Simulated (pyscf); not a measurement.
Thermochemistry of product channels of H₃C–AlH₂ on the singlet surface, in kcal/mol, from ωB97M-D3(BJ)/def2-TZVP energies (ideal gas, 1 atm, RRHO with modes under 100 cm⁻¹ raised to 100, one conformer, R ln 2 for rigid chiral ones). PySCF, gas phase, ωB97X-D3(BJ)/def2-SVP geometries.

| products | ΔE | ΔH(298 K) | ΔG(600 K) | ΔG(1200 K) |
|---|---|---|---|---|
| CH₄ + AlH [singlet] | +23.9 | +25.1 | +10.6 | -2.3 |
| H₃C–Al [singlet] + H₂ | +28.4 | +26.8 | +12.4 | -2.2 |

The channel to CH₄ + AlH [singlet] turns favourable between 298 and 1200 K (ΔG from +17.8 kcal/mol to -2.3 kcal/mol). The channel to H₃C–Al [singlet] + H₂ turns favourable between 298 and 1200 K (ΔG from +19.7 kcal/mol to -2.2 kcal/mol).

These are energies of the channels, which say nothing of barriers.
